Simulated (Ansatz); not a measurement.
Cartesian coordinates (Å):
SMILES: [CH3]
```xyz
4

C      0.0000     0.0000     0.0001
H      1.0471    -0.2639    -0.0041
H     -0.7521    -0.7749    -0.0003
H     -0.2950     1.0388     0.0043
```
Charge 0, spin multiplicity 2.

Calculation: frozen-core CCSD(T)/cc-pVTZ // r2SCAN-D4/def2-TZVP (Ansatz, an electronic-structure program).

```
Item                           Value
----------------------  ------------
HF energy               -39.57744 Ha
MP2 correlation energy   -0.15818 Ha
```

### Question
Estimate the CCSD correlation energy, the (T) correction, the total energy and the T1 diagnostic.

### Answer

| Property | Value |
|---|---|
| CCSD correlation energy | -0.17881 Ha |
| (T) correction | -0.00472 Ha |
| CCSD(T) total energy | -39.76097 Ha |
| T1 diagnostic | 0.008 |
